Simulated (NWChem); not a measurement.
[C2H5P2]− (SMILES C=C[P-]P): name the method

[C2H5P2]−: 9 atoms, total charge -1, spin state singlet. SMILES: `C=C[P-]P`. Geometry: relaxed at GFN2-xTB. This is one conformer, not always the lowest.

```xyz
9

C    -0.0940    1.1579   -0.9598
C     1.0066    0.5881   -0.4561
P     1.1486   -0.7434    0.7014
P    -0.8561   -1.4377    0.6386
H    -0.0468    1.9668   -1.6780
H    -1.0781    0.8008   -0.6848
H     1.9814    0.9901   -0.7296
H    -0.5981   -2.5366    1.4417
H    -1.4635   -0.7860    1.7266
```

A calculation with NWChem 7.3.0 gave:

```
total energy  : -756.1456 Eh
HOMO energy   : -1.24 eV
LUMO energy   : 9.63 eV
HOMO–LUMO gap : 10.87 eV
largest force : 3.686 eV/Å
```

**Question.** Which of these levels gave the numbers?
A. HF/3-21G
B. HF/STO-3G
C. B3LYP/6-31G* (spherical functions)
D. B3LYP/6-31G* (Cartesian functions)

**Answer.** A. The others give -761.9008 Eh (B3LYP/6-31G* (Cartesian functions)), -751.3151 Eh (HF/STO-3G), -761.8943 Eh (B3LYP/6-31G* (spherical functions)).
